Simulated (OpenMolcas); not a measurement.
# BN2H5 (SMILES NBN): levels of theory compared

Wanted: a comparison of 6 runs (HF/6-311+G**, B3LYP/6-31G*, M06-L/6-311+G**, PBE0/6-311+G**, TPSS/6-311+G**, CCSD(T)/6-311+G**) of BN2H5. 

Program for the calculation: OpenMolcas 26.06.

1 further run of the same task is left out (set aside as unsound or not needed).

## (1) Starting point

BN2H5 has 8 atoms, charge 0, and is taken as a singlet. As SMILES, `NBN`. The coordinates come from a PBE0-D4/def2-TZVP relaxation.

Bond lengths: N1–B2 1.409 Å, B2–N3 1.409 Å, N1–H4 1.005 Å, N1–H5 1.002 Å, B2–H6 1.200 Å, N3–H7 1.003 Å, N3–H8 1.005 Å. Angles: N1–B2–N3 122.9°, N1–B2–H6 118.5°, N3–B2–H6 118.5°, B2–N1–H4 124.5°, B2–N1–H5 121.9°, B2–N3–H7 121.9°, B2–N3–H8 124.5°, H4–N1–H5 113.6°, H7–N3–H8 113.6°.

## (2) Energy and gradient at HF/6-311+G(d,p) (run 1)

mol.xyz

```xyz
8

N     -0.971000     0.516500    -0.581100
B      0.194200     0.386600     0.200500
N      0.848200    -0.845200     0.401400
H     -1.426800    -0.244500    -1.053400
H     -1.423900     1.400900    -0.713700
H      0.649700     1.368600     0.718000
H      1.676700    -0.919800     0.960900
H      0.545000    -1.720300     0.011600
```

job.inp

```
* BH5N2 Hartree-Fock
>>> EXPORT MOLCAS_PRINT=2

&GATEWAY
  BasLib=$CurrDir
  Coord=mol.xyz
  Basis=6-311pGss
  Group=NoSym

&SEWARD

&SCF
  Thresholds=1e-10 1e-07 1e-07 1e-05
  PrOrbitals=1

&ALASKA
```

The basis set 6-311+G** is read from a file made from the Basis Set Exchange's data (not shown).

Command:

```bash
$ export MOLCAS_MEM=1860
$ pymolcas job.inp > job.log
```

The program printed:

```text
--- Start Module: gateway ---
[...]
--- Stop Module: gateway /rc=_RC_ALL_IS_WELL_ ---
[...]
      Basis functions           96
[...]
--- Start Module: scf ---
[...]
       Convergence after  13 Iterations
[...]
::    Total SCF energy                               -136.6223141975
[...]
      Total spin, S                                     0.0000000000
[...]
      Total electronic charge=   24.000000
      Total            charge=   -0.000000
[...]
      Dipole Moment (debye):
      Origin of the operator (angstrom)=    0.0100   -0.0105   -0.0088
                   X= -4.6330E-01               Y= -9.9867E-01               Z= -5.2584E-01           Total=  1.2200E+00
      Quadrupole Moment (debye*angstrom):
[...]
 *              Molecular gradients               *
 **************************************************
  Irreducible representation: a
 ------------------------------------------------------------------------------------------
                              X                       Y                       Z
 ------------------------------------------------------------------------------------------
  N1                1.17898816936952E-02   -1.56397578939305E-03    7.85622667757968E-03
  B2               -1.70671800784272E-03   -3.72491232198469E-03   -1.95310215398514E-03
  N3               -6.89480203935400E-03    1.22378380506936E-02   -2.27413177167834E-03
  H4               -5.06002476676604E-03   -8.12883680778453E-03   -5.17744660899866E-03
  H5               -4.55142009320086E-03    9.18303147315003E-03   -1.27071065419115E-03
  H6                9.47689465454982E-04    2.05230267483580E-03    1.08027003736022E-03
  H7                8.58727572098728E-03   -6.01749658904416E-04    5.83553795244995E-03
  H8               -3.11188197290413E-03   -9.45369762057924E-03   -4.09664347850058E-03
[...]
```

It took 11 s on 1 thread of Arm Neoverse V1, shared host; peak memory 0.53 GiB.

## (3) Energy and forces at B3LYP/6-31G(d) (Cartesian functions) (run 2)

input.xyz

```xyz
8

N     -0.971000     0.516500    -0.581100
B      0.194200     0.386600     0.200500
N      0.848200    -0.845200     0.401400
H     -1.426800    -0.244500    -1.053400
H     -1.423900     1.400900    -0.713700
H      0.649700     1.368600     0.718000
H      1.676700    -0.919800     0.960900
H      0.545000    -1.720300     0.011600
```

job.input

```
* BH5N2 Kohn-Sham DFT
>>> EXPORT MOLCAS_PRINT=2

&GATEWAY
 BasLib
 $CurrDir
 Coord
 input.xyz
 Basis
 6-31Gs
 Group
 NoSym

&SEWARD
 GridInput
 Grid=UltraFine
 End of Grid

&SCF
 KSDFT
 B3LYP
 Thresholds
 1e-10 1e-07 1e-07 1e-05
 PrOrbitals
 1 1

&ALASKA
```

The basis set 6-31G* is read from a file made from the Basis Set Exchange's data (not shown).

Command:

```bash
$ export MOLCAS_MEM=1860
$ pymolcas job.input > job.log
```

The program printed:

```text
--- Start Module: gateway ---
[...]
--- Stop Module: gateway /rc=_RC_ALL_IS_WELL_ ---
[...]
      Basis functions           55
[...]
--- Start Module: scf ---
[...]
       Convergence after  12 Iterations
[...]
::    Total KS-DFT energy                            -137.4385599818
[...]
      Total spin, S                                     0.0000000000
[...]
      Total electronic charge=   24.000000
      Total            charge=   -0.000000
[...]
      Dipole Moment (debye):
      Origin of the operator (angstrom)=    0.0100   -0.0105   -0.0088
                   X= -5.6458E-01               Y= -1.2170E+00               Z= -6.4090E-01           Total=  1.4868E+00
      Quadrupole Moment (debye*angstrom):
[...]
 *              Molecular gradients               *
 **************************************************
  Irreducible representation: a
 ------------------------------------------------------------------------------------------
                              X                       Y                       Z
 ------------------------------------------------------------------------------------------
  N1                4.67466687349649E-04   -6.93976241538330E-04    1.82799049101234E-04
  B2               -1.85129618417879E-03   -4.03564587233429E-03   -2.11698653046621E-03
  N3               -8.09177489113022E-04    8.48292606967505E-05   -5.42954504847426E-04
  H4                2.51055849685833E-03    3.50509605878635E-03    2.46061468008318E-03
  H5                2.42370124428692E-03   -4.06018064056468E-03    8.48854255403042E-04
  H6               -6.05012759766765E-05   -1.22468243272777E-04   -6.55922129300102E-05
  H7               -3.91224977815741E-03    7.28907249249455E-04   -2.56372114582315E-03
  H8                1.23149829891622E-03    4.59343842896276E-03    1.79698640948422E-03
[...]
```

Wall time 20 s (1 thread of Arm Neoverse V1, shared host); peak memory 0.39 GiB.

Runs 3 to 4 aren't shown in full; the table further down has their settings and results.

## (4) Energy and gradient at TPSS/6-311+G(d,p) (run 5)

mol.input

```
&GATEWAY
  BasLib = $CurrDir
  Coord
  8
  angstrom
  N       -0.971000       0.516500      -0.581100
  B        0.194200       0.386600       0.200500
  N        0.848200      -0.845200       0.401400
  H       -1.426800      -0.244500      -1.053400
  H       -1.423900       1.400900      -0.713700
  H        0.649700       1.368600       0.718000
  H        1.676700      -0.919800       0.960900
  H        0.545000      -1.720300       0.011600
  Basis = 6-311pGss
  Group = NoSym

&SEWARD
  GridInput
  Grid=UltraFine
  End of Grid

&SCF
  KSDFT = 2
  1.0 MGGA_X_TPSS
  1.0 MGGA_C_TPSS
  Thresholds = 1e-10 1e-07 1e-07 1e-05
  PrOrbitals = 1 1

&ALASKA
```

The basis set 6-311+G** is read from a file made from the Basis Set Exchange's data (not shown).

Command:

```bash
$ export MOLCAS_MEM=1860
$ pymolcas mol.input > mol.log
```

The program printed:

```text
--- Start Module: gateway ---
[...]
--- Stop Module: gateway /rc=_RC_ALL_IS_WELL_ ---
[...]
      Basis functions           96
[...]
--- Start Module: scf ---
[...]
       Convergence after  14 Iterations
[...]
::    Total KS-DFT energy                            -137.5104009893
[...]
      Total spin, S                                     0.0000000000
[...]
      Total electronic charge=   24.000000
      Total            charge=   -0.000000
[...]
      Dipole Moment (debye):
      Origin of the operator (angstrom)=    0.0100   -0.0105   -0.0088
                   X= -5.2366E-01               Y= -1.1288E+00               Z= -5.9444E-01           Total=  1.3790E+00
      Quadrupole Moment (debye*angstrom):
[...]
 *              Molecular gradients               *
 **************************************************
  Irreducible representation: a
 ------------------------------------------------------------------------------------------
                              X                       Y                       Z
 ------------------------------------------------------------------------------------------
  N1                1.66906627570285E-03    2.12434395139294E-05    1.16283845104759E-03
  B2               -4.04929080363203E-03   -8.77157551319341E-03   -4.61298610516137E-03
  N3               -8.96414312649529E-04    1.76826837426081E-03   -2.58504512296032E-04
  H4                3.42159791056984E-03    4.54316090105689E-03    3.30567750048028E-03
  H5                3.27322821832077E-03   -5.54405457027363E-03    1.13360623143577E-03
  H6                4.24423179331335E-04    9.22127010624330E-04    4.85135985880403E-04
  H7               -5.34687719334581E-03    9.53650682438023E-04   -3.51271299453160E-03
  H8                1.50426672570347E-03    6.10717967555630E-03    2.29694544310766E-03
[...]
```

Wall time 61 s (1 thread of Arm Neoverse V1, shared host); peak memory 0.53 GiB.

## (5) The energy at CCSD(T)/6-311+G(d,p) (Cholesky decomposition) (run 6)

test.inp

```
&GATEWAY
  BasLib = $CurrDir
  BasisSet
  N.6-311pGss....
  N1 -0.971000 0.516500 -0.581100 angstrom
  N3 0.848200 -0.845200 0.401400 angstrom
  End of Basis
  BasisSet
  B.6-311pGss....
  B2 0.194200 0.386600 0.200500 angstrom
  End of Basis
  BasisSet
  H.6-311pGss....
  H4 -1.426800 -0.244500 -1.053400 angstrom
  H5 -1.423900 1.400900 -0.713700 angstrom
  H6 0.649700 1.368600 0.718000 angstrom
  H7 1.676700 -0.919800 0.960900 angstrom
  H8 0.545000 -1.720300 0.011600 angstrom
  End of Basis

&SEWARD
  High

&SCF
  Thresholds = 1e-10 1e-07 1e-07 1e-05
  PrOrbitals = 1 2

&CHCC
  Frozen = 3
  Threshold = 1e-08
  MaxIterations = 80

&CHT3
  Frozen = 3
```

The basis set 6-311+G** is read from a file made from the Basis Set Exchange's data (not shown).

Command:

```bash
$ export MOLCAS_MEM=1860
$ pymolcas test.inp > test.log
```

The program printed:

```text
--- Start Module: gateway ---
[...]
--- Stop Module: gateway /rc=_RC_ALL_IS_WELL_ ---
[...]
      Basis functions           96
[...]
       Convergence after  12 Iterations
[...]
::    Total SCF energy                               -136.6223141904
[...]
      Total spin, S                                     0.0000000000
[...]
      Total electronic charge=   24.000000
      Total            charge=   -0.000000
[...]
      Dipole Moment (debye):
      Origin of the operator (angstrom)=    0.0100   -0.0105   -0.0088
                   X= -4.6330E-01               Y= -9.9867E-01               Z= -5.2584E-01           Total=  1.2200E+00
      Quadrupole Moment (debye*angstrom):
[...]
--- Start Module: chcc ---
[...]
--- Stop Module: chcc /rc=_RC_ALL_IS_WELL_ ---
[...]
--- Start Module: cht3 ---
[...]
--- Stop Module: cht3 /rc=_RC_ALL_IS_WELL_ ---
[...]
```

Wall time 3 min (1 thread of Arm Neoverse V1, shared host); peak memory 0.14 GiB.

## (6) The series

```
run                                       level  Cartesian functions  integration grid  energy (Eh)  dipole moment (D) of the reference  HOMO energy (eV)  LUMO energy (eV)  wall time
  1                                HF/6-311+G**                   no                 –  -136.622314                                1.22            -10.29              1.51       11 s
  2          B3LYP/6-31G* (Cartesian functions)                  yes         UltraFine  -137.438560                                1.49             -6.11              2.40       20 s
  3                             M06-L/6-311+G**                   no         UltraFine  -137.468074                                1.41             -5.77             -0.01       60 s
  4                              PBE0/6-311+G**                   no         UltraFine  -137.322831                                1.35             -6.92              0.15       44 s
  5                              TPSS/6-311+G**                   no         UltraFine  -137.510401                                1.38             -5.58             -0.28       61 s
  6  CCSD(T)/6-311+G** (Cholesky decomposition)                   no                 –  -137.126312                                1.22            -10.29              1.51      3 min
```

## (7) What came out

| quantity | value |
| --- | --- |
| run 6: total energy | -137.12631 Eh |
| run 6: dipole moment (mean-field density) | 1.22 D |
| run 6: HOMO energy (Hartree–Fock orbitals) | -10.29 eV |
| run 6: LUMO energy (Hartree–Fock orbitals) | 1.51 eV |
| run 6: HOMO–LUMO gap (Hartree–Fock orbitals) | 11.80 eV |
| run 6: correlation energy (3 core orbitals frozen) | -504.0 mEh |
| run 6: (T) correction | -15.29 mEh |

**Reading.** Over runs 1, 2, 3, 4, 5 the dipole moment (its size) runs from 1.22 D (HF/6-311+G**) to 1.49 D (B3LYP/6-31G*). The two ends differ in method and basis. Over runs 1, 2, 3, 4, 5 the HOMO–LUMO gap runs from 5.30 eV (TPSS/6-311+G**) to 11.80 eV (HF/6-311+G**). Exact exchange widens orbital gaps. Totals of different functionals can't be ranked against each other. All runs together took 6.3 min, the longest 3 min.
